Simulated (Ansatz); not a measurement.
A nudged elastic band was laid between two geometries of CHO2 (4 atoms, charge 0, multiplicity 2).

Computed with UKS PBE0-D4/cc-pVDZ (Ansatz 0.2.0).

```
movable images  : 7
climbing image  : yes
spring          : 5.0 eV/Å²
optimiser       : quadratic models (default)
start path      : through a guess of the saddle point
force threshold : 0.05 eV/Å
iteration limit : 60
end points      : relaxed
```

First end point:

```xyz
4
Properties=species:S:1:pos:R:3
O -1.160 0.005 0.525
C -0.051 -0.070 0.070
O 1.011 -0.725 0.113
H 0.256 0.730 -0.728
```

Last end point:

```xyz
4
Properties=species:S:1:pos:R:3
O -0.688 0.301 0.063
C 0.529 -0.239 -0.061
O 0.946 -1.181 0.517
H -0.731 1.059 -0.538
```

Problem. What changes between the two ends?

Solution. Bonds broken: C2–H4. Bonds formed: O1–H4.

Problem. What energy profile does the band end with?

Solution. It converged. The highest image is number 4 of 0 to 8, 99.2 kJ/mol above the first end and 146.6 kJ/mol above the last; the last end lies 47.4 kJ/mol below the first. A vibrational analysis at the climbing image gives one clearly imaginary mode, 1852i cm⁻¹: a first-order saddle point.

```
image  path coordinate (Å)  energy (kJ/mol)  C2–H4 (Å)  O1–H4 (Å)
    0                 0.00              0.0       1.17       2.02
    1                 0.22              0.0       1.17       1.85
    2                 0.43             13.8       1.20       1.66
    3                 0.65             60.5       1.25       1.45
    4                 0.87             99.2       1.32       1.23
    5                 1.05             63.2       1.42       1.07
    6                 1.23              4.9       1.56       0.99
    7                 1.41            -34.0       1.72       0.97
    8                 1.59            -47.4       1.87       0.97
```

Problem. What is the geometry of the highest image?

Solution. 
```xyz
4
Properties=species:S:1:pos:R:3
O -0.951 0.232 0.247
C 0.260 -0.171 0.007
O 1.050 -0.990 0.310
H -0.303 0.869 -0.585
```

Problem. What are the harmonic wavenumbers there?

Solution. 1852i, 536, 683, 1201, 1904, 2228 cm⁻¹.

Run time: 2.9 min on 1 thread of Arm Neoverse V2, on a shared host, peak memory 0.1 GiB.
